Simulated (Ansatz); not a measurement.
**2H WS2: elastic constant C13 by level of theory**

No measured value is used here.

Question: Put these levels in order of the elastic constant C13 that they give for 2H WS2, smallest first: PBE (Ansatz, a program for electronic structure), PBE-D4 (Ansatz), r²SCAN (Ansatz).

Answer: PBE (0.54 GPa), r²SCAN (4.14 GPa), PBE-D4 (10.5 GPa)

Unless a cell is named, each level is at its own relaxed cell (PBE 21.83, PBE-D4 17.53, r²SCAN 19.10 Å³/atom).

The crystal itself was run without spin with PBE, PBE-D4, r²SCAN; a magnetic state was not tried in these runs. Density-functional levels without +SOC have no spin–orbit coupling. PBE, r²SCAN: the cell comes from a level without a dispersion term, which matters for the spacing of layers, chains or molecules. PBE-D4: the dispersion coefficients are held fixed in the derivatives. Each level is taken at its own relaxed cell. Cutoffs differ between the levels. Ansatz's density-functional and Hartree–Fock values are scalar-relativistic unless marked +SOC, with PAW data made under PBE.
